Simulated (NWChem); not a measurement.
# dimethyl sulfide (C₂H₆S); SMILES CSC

```xyz
9

C     -1.3791     0.0000    -0.5069
S      0.0000     0.0000     0.6547
C      1.3791     0.0000    -0.5069
H     -1.3742    -0.8990    -1.1429
H     -2.3023     0.0000     0.0896
H     -1.3742     0.8990    -1.1429
H      1.3742    -0.8990    -1.1429
H      2.3023     0.0000     0.0896
H      1.3742     0.8990    -1.1429
```
Atoms are numbered in this order, from 1.

The geometry was optimised at PBE0/def2-SVP.

Symmetry labels are those of C2v in the frame above (b1 and b2, or b-type labels, depend on it). States above −ε(HOMO) = 5.0 eV lie in this functional's continuum and hang on the basis.

**Question.** List the 4 lowest vertical singlet excitations from PBE/6-31+G* (spherical d), TDA (NWChem).

**Answer.** 
| state | energy (eV) | oscillator strength | symmetry | leading excitation (squared amplitude) |
|---|---|---|---|---|
| S1 | 4.88 | 0.000 | a2 | HOMO → LUMO (0.99) |
| S2 | 4.93 | 0.000 | b2 | HOMO → LUMO+1 (0.99) |
| S3 | 5.69 | 0.036 | b2 | HOMO → LUMO+2 (0.96) |
| S4 | 6.03 | 0.034 | a1 | HOMO → LUMO+3 (1.00) |
